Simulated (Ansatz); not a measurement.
AlH2(SMe) (CH5AlS). Total charge 0; singlet. Geometry r2SCAN-D4/def2-TZVP; atoms count from 1.

| atom | x (Å) | y (Å) | z (Å) |
| --- | --- | --- | --- |
| Al1 | 0.4840 | -0.6739 | 1.5368 |
| H2 | 0.7043 | 0.8556 | 1.8848 |
| H3 | 0.7433 | -1.8739 | 2.5298 |
| S4 | -0.2360 | -1.1671 | -0.4493 |
| C5 | -0.3968 | 0.4749 | -1.2484 |
| H6 | -0.1309 | 1.2802 | -0.5651 |
| H7 | -1.4286 | 0.6005 | -1.5727 |
| H8 | 0.2607 | 0.5036 | -2.1159 |

Estimate the Mulliken populations from the PBE0/def2-TZVP orbitals of Ansatz.


```
atom  charge (e)
 Al1        0.30
  H2       -0.10
  H3       -0.09
  S4       -0.23
  C5       -0.33
  H6        0.15
  H7        0.15
  H8        0.15
```
Mulliken values depend strongly on the basis.

And the Mayer bond orders between heavy atoms (over 0.3)?

Al1–S4 1.29 (2.17 Å); S4–C5 0.98 (1.83 Å).
